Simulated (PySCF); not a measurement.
## Frontier orbitals and the lowest excitations

Species: AlH2(CCH), C2H3Al.
Structure used (PBE0-D3(BJ)/def2-SVP), in Å, numbered top down from 1:
```
atom  x, y, z in Å
Al1    0.644    1.116    0.008
H2     2.227    1.084    0.058
H3    -0.171    2.473   -0.029
C4    -0.314   -0.541   -0.006
C5    -0.924   -1.600   -0.013
H6    -1.462   -2.532   -0.019
```

The calculation used PySCF 2.14.0, density-fitted response routines, TDDFT CAM-B3LYP/def2-SVPD, vertical, gas phase, core orbitals frozen in the response.

Frontier orbitals with the atoms that hold most of them (Löwdin shares over 4%, at most four atoms; ? is withheld):

```json
{"orbital": "LUMO+2", "ε (eV)": "1.28", "atoms": "C5 33%, C4 31%, Al1 19%, H6 8%"}
{"orbital": "LUMO+1", "ε (eV)": "1.00", "atoms": "Al1 78%, C5 8%, C4 5%"}
{"orbital": "LUMO", "ε (eV)": "-0.93", "atoms": "?"}
{"orbital": "HOMO", "ε (eV)": "?", "atoms": "C5 34%, C4 33%, Al1 13%, H2 8%"}
{"orbital": "HOMO-1", "ε (eV)": "-9.72", "atoms": "?"}
{"orbital": "HOMO-2", "ε (eV)": "-10.38", "atoms": "Al1 32%, H2 20%, H3 20%, C4 15%"}
{"orbital": "HOMO-3", "ε (eV)": "-11.28", "atoms": "Al1 36%, C4 22%, H3 18%, H2 18%"}
```

Which atoms hold the HOMO-1, and with what shares?

C4 (bonded to Al and C) 45%; C5 (bonded to C and H) 44%; Al1 (bonded to C and 2 H) 6%; H6 (bonded to C) 4%. By element: carbon 89%, aluminium 6%, hydrogen 4% or more.

Which atoms hold the LUMO, and with what shares?

Al1 (bonded to C and 2 H) 56%; C4 (bonded to Al and C) 17%; C5 (bonded to C and H) 10%; H3 (bonded to Al) 8%. By element: aluminium 56%, carbon 27%, hydrogen 8% or more.

What is the HOMO energy, and the HOMO–LUMO gap?

ε(HOMO) = -9.37 eV; the gap is 8.44 eV (0.3102 hartree).

The HOMO–LUMO gap is 8.44 eV. Where does the response calculation put the lowest singlet, and from which orbitals?

S1 is at 4.74 eV (f = 0.0000), 3.70 eV below the gap, made of HOMO→LUMO (92%). Without the coupling terms of the response equations the lowest excitation would equal the gap.

One configuration dominates each of S1, S2, S3 and S7. Which, and how do the shares of the two leading atoms of either orbital change from the occupied to the empty one?

- S1 (4.74 eV, f 0.0000), HOMO→LUMO (92%): C5 34% → 10%, C4 33% → 17%, Al1 13% → 56%
- S2 (5.53 eV, f 0.035), HOMO-1→LUMO (75%): C4 45% → 17%, C5 44% → 10%, Al1 6% → 56%
- S3 (5.67 eV, f 0.0000), HOMO-2→LUMO (91%): Al1 32% → 56%, H2 20% → at most 9%, C4 15% → 17%
- S7 (7.65 eV, f 0.0086), HOMO→LUMO+1 (72%): C5 34% → 8%, C4 33% → 5%, Al1 13% → 78%
